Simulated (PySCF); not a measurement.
Molecule: `O=C(Cl)C1CC1`, C₄H₅ClO.

Bonds (- single, = double, # triple, : aromatic): O1=C2 1.183 Å, C2-Cl3 1.809 Å, C2-C4 1.475 Å, C4-C5 1.512 Å, C5-C6 1.482 Å, C6-C4 1.512 Å. C4 carries H7; C5 carries H8, H9; C6 carries H10, H11. H8, H11 are cis to C2 on the ring; H9, H10 are trans to C2 on the ring.

Geometry PBE0-D3(BJ)/def2-SVP throughout; GIAO in PySCF 2.14, gas phase, one conformer, non-relativistic; equivalent atoms averaged; functional PBE0.

Question: How do the absolute shieldings σ depend on the basis set? (ppm; last column core-seconds on 1 thread of an Intel Xeon Platinum 8488C, shared host)

Answer: 
```csv
basis set,functions,O1,C2,C4,C5/C6,Cl3,H7,H8/H11,H9/H10,core-s
STO-3G,39,-136.5,115.7,210.7,214.7,826.5,30.64,31.02,31.27,3.5
6-31G,68,-236.8,24.7,174.2,186.0,596.4,30.92,31.04,31.34,9.2
6-31G*,98,-189.6,24.9,170.9,182.0,617.1,30.41,30.59,30.92,13
def2-SVP,113,-196.1,18.0,171.6,182.4,633.7,29.97,30.10,30.50,9.5
"6-311+G(2d,p)",200,-221.3,4.9,161.4,174.1,574.3,29.71,30.07,30.51,27
def2-TZVP,222,-227.4,3.0,161.6,174.4,553.8,29.69,30.01,30.47,30
```

Question: Which nucleus moves most, in ppm?

Answer: Cl3 (chlorine bonded to C): from 553.8 ppm with def2-TZVP to 826.5 ppm with STO-3G. The smallest spread is 0.87 ppm, at H9/H10. Proton shifts span only some 12 ppm, so a few tenths of a ppm matter as much there as several ppm in carbon.

Question: Taking the largest basis, def2-TZVP (222 functions), as the yardstick, rank the others by their worst heavy-atom deviation.

Answer: 6-311+G(2d,p) 20.4 ppm (200 functions), 6-31G 42.6 ppm (68 functions), 6-31G* 63.3 ppm (98 functions), def2-SVP 79.9 ppm (113 functions), STO-3G 272.7 ppm (39 functions).

A small basis that lands close on one nucleus may do so by chance; judge by the trend and by all nuclei.
